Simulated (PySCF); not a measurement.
Ligands exchanged one at a time, Al H-F. All species are isolated molecules in the gas phase. Strings in code marks are SMILES.

The S1 excitation (TDA) from two functionals at the same geometries (CAM-B3LYP-D3(BJ)/def2-TZVP), both in PySCF: PBE-D3(BJ)/def2-TZVP and CAM-B3LYP-D3(BJ)/def2-TZVP. Excitations are Tamm–Dancoff values on a coarser integration grid. The basis has no diffuse functions, so Rydberg states are missing or too high.

| species | PBE-D3(BJ)/def2-TZVP (eV) |
|---|---|
| 1 of 3 H replaced by F (`[F][AlH2]`) | 5.46 |
| 2 of 3 H replaced by F (`[F][AlH][F]`) | 7.38 |
| 3 of 3 H replaced by F | 7.33 |

### Question
What does CAM-B3LYP-D3(BJ)/def2-TZVP give for each?

### Answer

- 1 of 3 H replaced by F (`[F][AlH2]`): 5.95
- 2 of 3 H replaced by F (`[F][AlH][F]`): 8.06
- 3 of 3 H replaced by F: 8.56
Over these rows, drawn at random from the members with no instability flagged (it was tested for open shells, ions and some series alone), PBE minus CAM-B3LYP-D3(BJ): mean -0.80 eV, from -1.22 eV to -0.49 eV.
